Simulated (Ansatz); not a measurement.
**C₅H₁₀O₂: one species, many methods**

Aim: compute C₅H₁₀O₂ with functionals from several rungs and with coupled cluster, and see how far each lands from CCSD(T) at the basis-set limit for the atomisation energy.

The runs use Ansatz 0.2.0, Gaussian basis; functionals in def2-TZVPP, the program's frozen cores in correlated methods.

Levels to be run: PBE-D4, r2SCAN-D4, PBE0-D4, B3LYP-D4, ωB97X-V, ωB97M-V, B2PLYP; CCSD(T)/def2-TZVPP; MP2/def2-QZVPP; extrapolation to the limit.

**1. The geometry**

An earlier PBE0-D4 in a triple-zeta def2 set relaxation fixed the geometry.

SMILES `CC1OCCCO1`, 17 atoms, charge 0, spin multiplicity 1.

Atoms are counted from 1 here; the program's logs count them from 0.

Bond lengths: C1–C2 1.520 Å, C1–H8 1.090 Å, C1–H9 1.091 Å, C1–H10 1.091 Å, C2–O3 1.405 Å, C2–O7 1.405 Å, C2–H11 1.092 Å, O3–C4 1.413 Å, C4–C5 1.516 Å, C4–H12 1.091 Å, C4–H13 1.100 Å, C5–C6 1.516 Å, C5–H14 1.094 Å, C5–H15 1.094 Å, C6–O7 1.413 Å, C6–H16 1.100 Å, C6–H17 1.091 Å. Angles: C2–C1–H8 113.0°, C2–C1–H9 109.3°, C2–C1–H10 109.3°, H8–C1–H9 108.1°, H8–C1–H10 108.1°, H9–C1–H10 108.9°, C1–C2–O3 112.6°, C1–C2–O7 112.7°, C1–C2–H11 109.3°, O3–C2–O7 112.2°, O3–C2–H11 104.7°, O7–C2–H11 104.7°, C2–O3–C4 113.8°, O3–C4–C5 110.4°, O3–C4–H12 106.0°, O3–C4–H13 110.8°, C5–C4–H12 111.8°, C5–C4–H13 110.3° and more.

Geometry (Å):

```mol
C5H10O2
  3D, bonds by distance, orders not assigned

 17 17  0  0  0  0  0  0  0  0999 V2000
    0.6193    1.8581    0.2119 C   0  0
   -0.4029    1.0698   -0.5900 C   0  0
    0.1921    0.1435   -1.4635 O   0  0
    0.7444   -0.9825   -0.8116 C   0  0
   -0.3043   -1.6641    0.0450 C   0  0
   -0.9216   -0.6297    0.9655 C   0  0
   -1.3866    0.4777    0.2203 O   0  0
    1.2069    1.2335    0.8853 H   0  0
    0.1048    2.6119    0.8097 H   0  0
    1.3057    2.3590   -0.4726 H   0  0
   -0.9535    1.7518   -1.2416 H   0  0
    1.1099   -1.6381   -1.6035 H   0  0
    1.6091   -0.6922   -0.1971 H   0  0
    0.1416   -2.4778    0.6246 H   0  0
   -1.0806   -2.0867   -0.5989 H   0  0
   -0.1923   -0.3107    1.7243 H   0  0
   -1.7922   -1.0235    1.4922 H   0  0
  1  2  8  0
  2  3  8  0
  3  4  8  0
  4  5  8  0
  5  6  8  0
  6  7  8  0
  1  8  8  0
  1  9  8  0
  1 10  8  0
  2 11  8  0
  4 12  8  0
  4 13  8  0
  5 14  8  0
  5 15  8  0
  6 16  8  0
  6 17  8  0
  2  7  8  0
M  END
```

**2. PBE-D4 (GGA)**

Input file in.yaml:

```yaml
crystal:
  periodic: [false, false, false]
  atoms:
    - {symbol: C, position_ang: [0.619333, 1.858074, 0.211879]}
    - {symbol: C, position_ang: [-0.402860, 1.069821, -0.590042]}
    - {symbol: O, position_ang: [0.192125, 0.143527, -1.463517]}
    - {symbol: C, position_ang: [0.744433, -0.982465, -0.811604]}
    - {symbol: C, position_ang: [-0.304274, -1.664114, 0.045049]}
    - {symbol: C, position_ang: [-0.921567, -0.629700, 0.965490]}
    - {symbol: O, position_ang: [-1.386582, 0.477701, 0.220294]}
    - {symbol: H, position_ang: [1.206876, 1.233486, 0.885341]}
    - {symbol: H, position_ang: [0.104757, 2.611915, 0.809686]}
    - {symbol: H, position_ang: [1.305700, 2.358960, -0.472556]}
    - {symbol: H, position_ang: [-0.953492, 1.751772, -1.241638]}
    - {symbol: H, position_ang: [1.109945, -1.638061, -1.603513]}
    - {symbol: H, position_ang: [1.609078, -0.692246, -0.197121]}
    - {symbol: H, position_ang: [0.141616, -2.477756, 0.624550]}
    - {symbol: H, position_ang: [-1.080624, -2.086653, -0.598858]}
    - {symbol: H, position_ang: [-0.192299, -0.310699, 1.724322]}
    - {symbol: H, position_ang: [-1.792176, -1.023542, 1.492226]}
basis:
  gaussian: {orbitals: def2-TZVPP}
hamiltonian: {xc: pbe, dispersion: d4}
output: {forces: true, orbitals: {seedname: orbitals}}
```

Run with:

```bash
ansatz run in.yaml --threads 2 --pin off --events-out ev --progress --plain --max-ram 31744MiB --backend cuda --devices 0, --max-vram 18GiB
```

After this run come: r2SCAN-D4 (meta-GGA); PBE0-D4 (hybrid); B3LYP-D4 (hybrid); ωB97X-V (range-separated); ωB97M-V (range-separated); B2PLYP (double hybrid); CCSD(T) in def2-TZVPP; MP2 in def2-QZVPP.

Before running them: what should the planned runs give, taken together? Wanted: atomisation energy, CCSD(T)/CBS; farthest; mean size of error, hybrid; mean size of error, range-separated; gap, smallest and largest; T1 diagnostic; triples share of the correlation energy.

The runs gave:

```
                               quantity                                  value
        atomisation energy, CCSD(T)/CBS                          6931.9 kJ/mol
 functionals within 34.7 kJ/mol (0.5 %)  r2SCAN-D4, B3LYP-D4, ωB97X-V, ωB97M-V
                               farthest                 PBE-D4 (+179.6 kJ/mol)
             mean size of error, hybrid                            30.1 kJ/mol
    mean size of error, range-separated                            22.3 kJ/mol
              gap, smallest and largest   6.31 eV (PBE-D4), 12.96 eV (ωB97X-V)
                          T1 diagnostic                                 0.0108
triples share of the correlation energy                                  3.9 %
```

In words: PBE-D4 is off by +179.6 kJ/mol. Double hybrids carry the basis error of their MP2 part in triple zeta, and no dispersion term here, so their miss is partly the set-up's. The reference freezes the cores and leaves out relativity and excitations past (T), so misses under about 34.7 kJ/mol can't be ranked. Hartree-Fock recovers 73 % of the binding; the rest is correlation. The gap grows from 6.3 to 13.0 eV across the functionals, mostly with the share of exact exchange.
